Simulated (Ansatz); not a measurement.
Input file:

```yaml
crystal:
  periodic: [false, false, false]
  atoms:
    - {symbol: Al, position_ang: [0.000000, 0.000000, 0.527635]}
    - {symbol: C, position_ang: [0.000000, 0.000000, -1.397228]}
    - {symbol: H, position_ang: [0.000000, 1.398998, 1.262610]}
    - {symbol: H, position_ang: [0.000000, -1.398998, 1.262610]}
basis:
  gaussian: {orbitals: 6-31G}
magnetization: {spin_polarized: true, initial_magnetization: 3}
hamiltonian: {xc: {name: B3LYP}}
```

```sh
$ ansatz run in.yaml --threads 1 --pin off --events-out ev --progress --plain --max-ram 2393MiB
```

(1) Roughly how long does this take on 1 thread of Arm Neoverse N1, shared host, and how much host memory?

```
329 factors; integrals over basis functions are off by at most 1.5e-4 eV
mean field evaluation 1: about -7659.0196 eV, gradient 1.1e1 eV
mean field evaluation 2: about -7658.8535 eV, gradient 1.2e1 eV
mean field evaluation 4: about -7659.9493 eV, gradient 3.1e-1 eV
mean field evaluation 8: about -7659.9766 eV, gradient 2.1e-2 eV
mean field evaluation 16: about -7659.9766 eV, gradient 1.9e-5 eV
mean field -7659.97663021 eV, -281.4989490417 hartree, gradient 1.9e-5 eV, S^2 3.752494; 0 other end points of the search recorded, 0 dependent functions left out
reference -7659.97685843 eV, -281.4989574286 hartree; 12, 9 occupied and 14, 17 virtual orbitals, 329 factors
Total energy: -7659.97685843 eV, -281.4989574286 hartree
```

Answers

(1) 1.4 s wall and 0.08 GiB.
